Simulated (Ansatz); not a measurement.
Input for Ansatz (a quantum-chemistry and plane-wave program): U-HF/def2-TZVPP on H3Si (SMILES [SiH3]), 2S+1 = 2, atoms moved off the minimum.

Ansatz 0.2 input:
```yaml
crystal:
  periodic: [false, false, false]
  atoms:
    - {symbol: Si, position_ang: [-0.06531135, -0.10108838, 0.06697253]}
    - {symbol: H, position_ang: [-0.51565869, 1.35576469, -0.54730906]}
    - {symbol: H, position_ang: [1.26810836, 0.09152744, -0.32333539]}
    - {symbol: H, position_ang: [-0.87953431, -1.07924732, -0.38538443]}
basis:
  gaussian:
    orbitals: def2-TZVPP
hamiltonian:
  xc: {name: HF}
magnetization: {spin_polarized: true, initial_magnetization: 1}
output: {forces: true}
```

The head of its log:

```
WARN ansatz: RAYON_NUM_THREADS=1 ignored (pool sized by the plan → 1); use --threads N
Functional definition: HF
integrals: 0.01 GiB planned
510 factors; their error is unknown
mean field: 0.13 GiB planned
mean field evaluation 1: about -7907.0606 eV, gradient 7.6e0 eV
mean field evaluation 2: about -7907.7102 eV, gradient 2.7e0 eV
```

Task: Give the final energy of this run.

Result: -290.6117 hartree.
